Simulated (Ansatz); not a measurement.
in.yaml

```yaml
crystal:
  periodic: [false, false, false]
  atoms:
    - {symbol: B, position_ang: [0.000000, -0.951809, 0.800070]}
    - {symbol: C, position_ang: [0.000000, 0.445426, 1.021316]}
    - {symbol: S, position_ang: [0.000000, 0.090619, -0.709091]}
    - {symbol: H, position_ang: [0.000000, 2.018400, 1.806374]}
basis:
  gaussian: {orbitals: cc-pVDZ}
magnetization: {spin_polarized: false, initial_magnetization: 2}
correlation: {method: fic_mrcisd_q, electrons: outside_noble_gas, active_space: {window: {electrons: 4, orbitals: 4}, states: [{multiplicity: 3, weights: [1, 1]}], root: 2}}
accuracy: high
```

```sh
$ ansatz run in.yaml --threads 1 --pin off --events-out ev --progress --plain --max-ram 2393MiB
```

Question: How does this run end?

Answer: Refused. The input was made wrong on purpose (root beyond the states), so the run isn't a sound calculation of what was asked.
```
Error: the active space averages no state 2, counted from zero
```
